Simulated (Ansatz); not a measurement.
# HNO2 (SMILES O=NO) at CAM-B3LYP/STO-3G

Aim: the vertical ionisation energy of HNO2 at CAM-B3LYP/STO-3G, from 2 runs. 

The results are computed with Ansatz 0.2.0.

61 further runs of the same task are left out: 1 that didn't finish, 60 set aside as unsound or not needed.

## (1) The structure to begin with

HNO2: 4 atoms, total charge 0, spin state singlet. SMILES: `O=NO`. The shape is that of a PBE0-D4/def2-TZVP optimisation.

Bond lengths: O1–N2 1.162 Å, N2–O3 1.397 Å, O3–H4 0.967 Å. Angles: O1–N2–O3 111.2°, N2–O3–H4 102.9°.

## (2) The energy at CAM-B3LYP/STO-3G

File input.yaml:

```yaml
crystal:
  periodic: [false, false, false]
  atoms:
    - {symbol: O, position_ang: [0.413650, 0.047230, 1.437260]}
    - {symbol: "N", position_ang: [0.320150, -0.419400, 0.377370]}
    - {symbol: O, position_ang: [-0.362650, 0.434660, -0.492650]}
    - {symbol: H, position_ang: [-0.371140, -0.062490, -1.321980]}
basis:
  gaussian: {orbitals: STO-3G}
accuracy: high
hamiltonian: {xc: {name: CAM-B3LYP}}
```

Started as:

```bash
$ ansatz run input.yaml --threads 1 --pin off --max-ram 3480MiB --events-out events.jsonl --progress --plain --runs-dir runs
```

What it wrote:

```text
Warning: RAYON_NUM_THREADS=1 ignored (pool sized by the plan → 1); use --threads N
Functional definition: CAM-B3LYP
  name "CAM-B3LYP"
  parameter alpha = 0.19
  parameter beta = 0.46
  parameter omega = 0.33/bohr
  parameter ac = 0.81
  exchange = (1 - alpha - beta)*b88_x + beta*b88_x_sr(omega) + alpha*exact_x + beta*exact_x_lr(omega)
  correlation = (1 - ac)*vwn5_c + ac*lyp_c
275 factors; integrals over basis functions are off by at most 2.3e-8 eV
134 factors; integrals over basis functions are off by at most 6.8e-10 eV
mean field evaluation 1: about -5516.3817 eV, gradient 2.4e1 eV
mean field evaluation 2: about -5515.6850 eV, gradient 3.1e1 eV
mean field evaluation 4: about -5517.9335 eV, gradient 1.7e0 eV
mean field evaluation 8: about -5517.9397 eV, gradient 3.4e-2 eV
mean field evaluation 16: about -5517.9397 eV, gradient 3.0e-6 eV
mean field -5517.93972038 eV, -202.7805445300 hartree, gradient 2.3e-8 eV, S^2 0.000000; 0 other end points of the search recorded, 0 dependent functions left out
reference -5517.93972990 eV, -202.7805448799 hartree; 12, 12 occupied and 4, 4 virtual orbitals, 275 factors
Total energy: -5517.93972990 eV, -202.7805448799 hartree
```

Wall time 0.5 s (1 thread of Intel Xeon 6975P-C (Granite Rapids), shared host).

## (3) The doublet cation at the same level

Edit input.yaml of step 2 so:

```diff
@@ -1 +1,4 @@
+basis:
+  gaussian:
+    orbitals: STO-3G
 crystal:
@@ -7,5 +10,8 @@
     - {symbol: H, position_ang: [-0.371140, -0.062490, -1.321980]}
-basis:
-  gaussian: {orbitals: STO-3G}
+hamiltonian:
+  xc: {name: CAM-B3LYP}
 accuracy: high
-hamiltonian: {xc: {name: CAM-B3LYP}}
+total_charge: 1
+magnetization:
+  spin_polarized: true
+  initial_magnetization: 1
```

Started as:

```bash
$ ansatz run input.yaml --threads 1 --pin off --max-ram 3480MiB --events-out events.jsonl --progress --plain --runs-dir runs
```

What it wrote, cut to the lines that bear on the results:

```text
Warning: RAYON_NUM_THREADS=1 ignored (pool sized by the plan → 1); use --threads N
[... 8 set-up lines as earlier in the session ...]
275 factors; integrals over basis functions are off by at most 2.3e-8 eV
133 factors; integrals over basis functions are off by at most 7.0e-10 eV
mean field evaluation 1: about -5507.1867 eV, gradient 2.0e1 eV
mean field evaluation 2: about -5505.4365 eV, gradient 2.8e1 eV
mean field evaluation 4: about -5509.3784 eV, gradient 2.0e0 eV
mean field evaluation 8: about -5509.3870 eV, gradient 6.1e-2 eV
mean field evaluation 16: about -5509.3873 eV, gradient 1.3e-4 eV
mean field -5509.38729863 eV, -202.4662488280 hartree, gradient 3.9e-8 eV, S^2 0.760578; 0 other end points of the search recorded, 0 dependent functions left out
reference -5509.38730814 eV, -202.4662491772 hartree; 12, 11 occupied and 4, 5 virtual orbitals, 275 factors
Total energy: -5509.38730814 eV, -202.4662491772 hartree
```

Wall time 1.1 s (1 thread of Intel Xeon 6975P-C (Granite Rapids), shared host); peak memory 0.12 GiB.

## (4) Outcome

Level: CAM-B3LYP/STO-3G.

| quantity | value |
| --- | --- |
| singlet HNO2: total energy | -202.78054 Eh |
| doublet cation: total energy | -202.46625 Eh |
| doublet cation: ⟨S²⟩ | 0.761 |
| vertical ionisation energy (to the doublet cation) | 8.552 eV |

The vertical ionisation energy comes to 8.55 eV (825 kJ/mol). In a minimal basis such a difference can be off by several eV, whatever the method.
